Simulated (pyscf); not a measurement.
H₃Si–Ga=AsH + H₂ → HGa=AsH + SiH₄, a four-centre exchange (singlet surface; Ga–Si, H–H broken, Ga–H, H–Si formed). Optimised with ωB97X-D3(BJ)/def2-SVP in PySCF. Energies in kcal/mol from the separated reactants.

Small-basis levels: PySCF, no dispersion term, spherical d functions. AM1 to PM7: differences of heats of formation from MOPAC, which are fitted to 298 K values and so differ in kind from electronic energies by zero-point and thermal terms. GFN2-xTB: tblite. 

| level | barrier | reaction energy |
|---|---|---|
| HF/6-31G*+LANL2DZ | 65.0 | -2.5 |
| SVWN5/6-31G*+LANL2DZ | 31.2 | +6.3 |
| B3LYP/STO-3G | 33.1 | -1.7 |
| B3LYP/LANL2DZ | 47.3 | +2.6 |
| M06-2X/6-31G*+LANL2DZ | 47.0 | +3.6 |
| B3LYP/6-311+G**+LANL2DZ | 41.2 | +0.2 |
| B3LYP/def2-SVP | 41.0 | -0.3 |
| GFN2-xTB | 19.5 | -16.7 |
| PM6 | 74.4 | +71.8 |
| ωB97M-D3(BJ)/def2-TZVP | 42.0 | +0.1 |

Against the last row the barrier runs from -22.5 (GFN2-xTB) to +32.4 kcal/mol (PM6). ωB97M-D3(BJ)/def2-TZVP has limits of its own. On the product side the descent ends in a complex, 4.7 kcal/mol under the separated species and 44.0 kcal/mol under the saddle at ωB97X-D3(BJ)/def2-TZVP. At the saddle there is also a short Ga–H contact that neither side keeps. At ωB97X-D3(BJ)/def2-TZVP the barrier from the zero used here is 44.8 kcal/mol. The same reactants have a lower exit, to H₃Si–GaH–AsH₂ (barrier +25.7 kcal/mol at ωB97M-D3(BJ)/def2-TZVP, against +42.0 kcal/mol here). H₃Si–Ga=AsH lies 17.6 kcal/mol over its isomer H₃Si–AsH–Ga [singlet] (electronic energy, ωB97M-D3(BJ)/def2-TZVP). HGa=AsH lies 12.3 kcal/mol over its isomer Ga–AsH₂ [singlet] (electronic energy, ωB97M-D3(BJ)/def2-TZVP). This is the saddle that the search found; another between the same sides may lie lower. In the def2 sets elements up to Kr have no core potential.
